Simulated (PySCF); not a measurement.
Compound: C4H5 (charge +1).
Bonds: C1–C2, C2–C3, C3–C4 (double), C2–C4. Hydrogens: H5, H6, H7 on C1; H8 on C3; H9 on C4.

The closed-shell ground state was solved at several levels (PySCF, density fitting, gas phase, non-relativistic). Isolated species at its GFN2-xTB geometry, gas phase.

| level | basis functions | total energy (Eh) | HOMO (eV) | LUMO (eV) | gap (eV) |
| --- | --- | --- | --- | --- | --- |
| B3LYP/pcJ-1 | 158 | -155.0798 | -15.59 | -7.50 | 8.09 |
| wB97X-D/def2-SVPD | 120 | -154.9085 | -17.68 | -5.28 | 12.40 |

Q: What might PBE0/pcSseg-1 (93 basis functions) give for the same quantities?

A: Total energy -154.8585 Eh, HOMO -15.81 eV, LUMO -7.24 eV, gap 8.57 eV.

Q: Over all these levels, which gives the widest orbital gap and which the narrowest?

A: wB97X-D/def2-SVPD (range-separated hybrid) has the widest, 12.40 eV, and B3LYP/pcJ-1 (global hybrid, 20 % exact exchange) the narrowest, 8.09 eV. Functional and basis both differ between the two, so the spread mixes both effects.

The pairwise dispersion term of wB97X-D wasn't added to the energies; at a given geometry it leaves orbitals and properties as they are.
